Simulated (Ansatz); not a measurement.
# C4H6F2: the cost of one run

Computed with the Python package of Ansatz 0.2.0. Level of theory: PBE/cc-pVDZ.

### Step 1. Starting point

The script builds its own geometries from the SMILES CC(F)=CCF.

No structure file is read: the coordinates are typed or built in the script.

### Step 2. Script

File conformers_c4h6f2.py:

```python
"""Conformer energies of C4H6F2."""

import ansatz
from rdkit import Chem
from rdkit.Chem import AllChem

rd = Chem.AddHs(Chem.MolFromSmiles("CC(F)=CCF"))
ids = list(AllChem.EmbedMultipleConfs(rd, numConfs=20, randomSeed=177, pruneRmsThresh=0.4))
field = [energy for _, energy in AllChem.MMFFOptimizeMoleculeConfs(rd)]
distinct = {round(e, 2): i for i, e in zip(ids, field)}
chosen = sorted(distinct.items())[:4]
found = []
for force_field, index in chosen:
    molecule = ansatz.Crystal.molecule()
    for atom, xyz in zip(rd.GetAtoms(), rd.GetConformer(index).GetPositions()):
        molecule = molecule.atom(atom.GetSymbol(), xyz.round(5).tolist())
    calc = (
        molecule.calculation()
        .basis(gaussian="cc-pVDZ")
        .functional("pbe")
    )
    found.append(calc.run(threads=1, pin="off").report["free_energy_ev"])
print("conformer   MMFF (kcal/mol)   this level (kcal/mol)")
for (force_field, index), e in zip(chosen, found):
    print(f"{index:9d} {force_field - chosen[0][0]:17.2f} {23.060548 * (e - min(found)):17.3f}")
```

### Step 3. The input behind the calls

The engine receives this input (first run):

```yaml
crystal:
  periodic: [false, false, false]
  atoms:
    - { symbol: C, position_ang: [1.93746, 0.34202, -0.09792] }
    - { symbol: C, position_ang: [0.52249, 0.16032, -0.53678] }
    - { symbol: F, position_ang: [0.23939, 0.37035, -1.84266] }
    - { symbol: C, position_ang: [-0.47593, -0.20079, 0.28064] }
    - { symbol: C, position_ang: [-1.89312, -0.367, -0.14896] }
    - { symbol: F, position_ang: [-2.71053, 0.30478, 0.70755] }
    - { symbol: H, position_ang: [2.58915, -0.33976, -0.65253] }
    - { symbol: H, position_ang: [2.06866, 0.14649, 0.97098] }
    - { symbol: H, position_ang: [2.26043, 1.36771, -0.29985] }
    - { symbol: H, position_ang: [-0.28069, -0.37603, 1.33395] }
    - { symbol: H, position_ang: [-2.08088, 0.0147, -1.1564] }
    - { symbol: H, position_ang: [-2.17644, -1.4228, -0.11384] }
basis:
  gaussian:
    orbitals: cc-pVDZ
hamiltonian:
  xc: pbe
```

### Step 4. Running it

On the command line:

```sh
$ python conformers_c4h6f2.py
```

Q: Estimate wall time and peak memory on 1 thread of Arm Neoverse V1, shared host.

About 14 s, with a peak of 0.27 GiB.
